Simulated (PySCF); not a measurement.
Molfile (atoms numbered from 1):
```
C2Cl2O2
     RDKit          3D

  6  5  0  0  0  0  0  0  0  0999 V2000
   -0.9919    1.4027   -0.2311 O   0  0  0  0  0  0  0  0  0  0  0  0
   -0.7115    0.2770   -0.0139 C   0  0  0  0  0  0  0  0  0  0  0  0
   -1.8750   -0.9773    0.3262 Cl  0  0  0  0  0  0  0  0  0  0  0  0
    0.7359   -0.2756    0.0094 C   0  0  0  0  0  0  0  0  0  0  0  0
    1.0204   -1.3923    0.2644 O   0  0  0  0  0  0  0  0  0  0  0  0
    1.8956    0.9675   -0.3825 Cl  0  0  0  0  0  0  0  0  0  0  0  0
  1  2  2  0
  2  3  1  0
  2  4  1  0
  4  5  2  0
  4  6  1  0
M  END
```

Geometry: PBE0-D3(BJ)/def2-SVP; GIAO absolute shieldings from PySCF 2.14.0 with density-fitted response routines, gas phase, non-relativistic, averaged over equivalent atoms.

At PBE0/cc-pVDZ (92 basis functions, 5.4 s wall time on 1 thread of an Arm Neoverse V1, shared host):
```csv
atoms,σ (ppm)
O1/O5,-230.5
C2/C4,32.6
Cl3/Cl6,570.7
```

Q: Predict the values at PBE0/IGLO-III on the same geometry.

A: 
```tsv
atoms	σ at PBE0/IGLO-III	change
O1/O5	-275.7	-45.2
C2/C4	11.1	-21.5
Cl3/Cl6	497.5	-73.2
```

The largest change is at Cl3/Cl6 (chlorine bonded to C). Cost: 228 basis functions, 16 s wall time on 1 thread of an Arm Neoverse V1, shared host.

Carbons that carry Cl, above all several Cl atoms, come out too deshielded, partly because spin–orbit coupling is missing.
